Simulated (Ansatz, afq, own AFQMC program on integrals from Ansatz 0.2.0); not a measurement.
AFQMC on a folder of integrals that Ansatz 0.2.0 wrote.

```yaml
crystal:
  periodic: [false, false, false]
  atoms:
    - {symbol: Si, position_ang: [0.000000, 0.059194, -0.068873]}
    - {symbol: H, position_ang: [0.000000, -1.072310, -0.720513]}
    - {symbol: H, position_ang: [0.384406, -0.288542, 1.319800]}
    - {symbol: H, position_ang: [-0.384406, -0.288542, 1.319800]}
basis:
  gaussian: {orbitals: cc-pVDZ}
total_charge: 1
magnetization: {spin_polarized: true, initial_magnetization: 2}
correlation: {method: ccsd_t, electrons: outside_noble_gas, hamiltonian_folder: ham}
```

```sh
$ ansatz run in.yaml --threads 1 --pin off --events-out ev --progress --plain --max-ram 15360MiB --backend cuda --devices 0, --max-vram 18GiB
```

afq runs on the folder ham with

```
--method phaseless --trial cisd --walkers 4000 --populations 20 --least-time 60 --time-step 0.005 --steps-per-block 50 --equilibration-blocks 28 --max-blocks 4000 --target-error 0.00015 --factor-cut 1e-05 --start spin_pure --seed 3757 --release-times 0.24,0.51,0.99,1.62,2.4 --release-step 0.03 --release-every 3 --taylor-order 6
```

Times are imaginary, in 1/Eh. The walk had a cap of 122 s. With eight or more populations the least sampling time is a fifth of least-time, and the error comes from their spread.

Output of the walk:

```
orbitals 28  electrons 4 2  factors 208 of 311
reference energy -290.21309327 Eh
CCSD correlation -0.09626591 Eh in 9 cycles, weight of the determinant in the CISD state 0.9458
energy of the start -290.309331 Eh
 block  time / (1/Eh)  mean weight  energy / Eh
     1     0.250  1.0000  -290.309059
     2     0.500  1.0000  -290.309455
     3     0.750  0.9998  -290.309874
     4     1.000  0.9998  -290.310271
     5     1.250  1.0000  -290.310486
    10     2.500  1.0000  -290.311100
    15     3.750  0.9999  -290.311493
    20     5.000  1.0001  -290.311337
    25     6.250  1.0000  -290.311393
    30     7.500  0.9998  -290.311498
    35     8.750  1.0000  -290.311219
    40    10.000  1.0002  -290.311194
    45    11.250  0.9999  -290.311370
    50    12.500  1.0001  -290.311454
    55    13.750  1.0001  -290.311412
    58    14.500  0.9999  -290.311608
    60    15.000  1.0000  -290.311460
    65    16.250  1.0000  -290.311274
    70    17.500  1.0000  -290.311320
    75    18.750  1.0001  -290.311347
    78    19.500  1.0000  -290.311418
error from the spread of 20 populations
released: time / (1/Eh)  energy / Eh  error  mean overlap
  0.24  -290.311873  0.000438  1.0004
  0.51  -290.311470  0.000020  0.9992
  0.99  -290.311505  0.000019  1.0006
  1.62  -290.311571  0.000021  0.9950
  2.40  -290.311579  0.000019  0.9922
energy -290.311381 +/- 0.000027 Eh
(rows thinned)
```

The run passed its tests (sampling time, drift between the halves within three errors, error under three times the target), which doesn't prove that it has relaxed.

Against this walk (error 0.7 meV) on the same determinant: CCSD(T) 9.7 meV higher, CCSDT(Q) 4.6 meV lower, CCSDTQ 4.7 meV lower, full CI 4.7 meV lower. The error is statistical and leaves out the bias of the constraint. The released energies have errors that jump between times, so the bars are unsure (meV from the phaseless value at times in 1/Eh: -13 ± 12 at 0.24, -2.4 ± 0.5 at 0.51, -3.4 ± 0.5 at 0.99, -5.2 ± 0.6 at 1.62, -5.4 ± 0.5 at 2.40), so they give no level; they do show a bias of the constraint, and the last of them that isn't too noisy lies 1 meV below full CI.

Cautions: constraint bias not in the error; lower spins were not checked.

The walk took 41 s on 1 × NVIDIA H100 80GB HBM3 with 2 threads of AMD EPYC 7R13 Processor (Zen 3) (shared host) (the card was shared). The log's last line is the phaseless energy.

CCSDT and higher add their correlation energy to the determinant of the CCSD(T) run, since their own runs factorise the integrals more tightly (a shift of under 2 meV). A walk keeps the symmetry of its determinant, which the program's search chose and which needn't be the lowest solution, so a lower state of the same spin and another symmetry isn't excluded.
